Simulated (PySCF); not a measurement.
# H2S: map over both bonds

All numbers come from wB97X in PySCF with S def2-TZVP, H def2-TZVP; no relativity; density-fitted integrals.

Rigid scan from the singlet minimum (S–H 1.337 Å (×2); H–S–H 92.7°). Coordinate: rows scale the first bond (S–H), columns the second (S–H). Energies in kJ/mol from the minimum.

Rows run from the largest first scale (top) to the smallest, columns from the smallest second scale to the largest. Lower edges of the bins (kJ/mol): '_' 0.00, '.' 0.46, ':' 1.19, '-' 2.34, '=' 4.17, '+' 7.07, '*' 11.67, '#' 18.96, '%' 30.50, '@' 48.80; top 78, each point printed twice.
```
@@%%%%%%@@@@
##****##%%@@
**==--==##%%
++::__--**%%
**==::==**%%
##**++**##@@
```

Problem. Give the energies on the grid of the scan.

Solution. 
| scale \ scale | 0.94 | 0.97 | 1.00 | 1.04 | 1.09 | 1.15 |
| --- | --- | --- | --- | --- | --- | --- |
| 0.94 | 20 | 12 | 10 | 13 | 26 | 49 |
| 0.97 | 12 | 5 | 2 | 6 | 18 | 41 |
| 1.00 | 10 | 2 | 0 | 4 | 16 | 39 |
| 1.04 | 13 | 6 | 4 | 7 | 19 | 43 |
| 1.09 | 26 | 18 | 16 | 19 | 32 | 55 |
| 1.15 | 49 | 41 | 39 | 43 | 55 | 78 |
